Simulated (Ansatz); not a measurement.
For β-phase Si (model structure), LDA (Ansatz, a first-principles code, plane waves, PAW) gives:

* **equilibrium lattice constant a**: 4.760 Å
* **lattice parameter c**: 2.617 Å

### Question
What does r²SCAN (Ansatz, PAW) give for the same quantities?

### Answer

- lattice constant a: 4.776 Å (increases by 0.3 %)
- lattice parameter c: 2.680 Å (increases by 2.4 %)

Changes are worked out from the printed values.

Unless a cell is named, each level is at its own relaxed cell (LDA 14.82, r²SCAN 15.28 Å³/atom).

Ansatz's density-functional and Hartree–Fock values are scalar-relativistic unless marked +SOC, with PAW data made under PBE.

A model structure was made by putting elements into a prototype or built by hand; it is no filed structure, need not be a known phase, and can be a saddle point held by its symmetry.
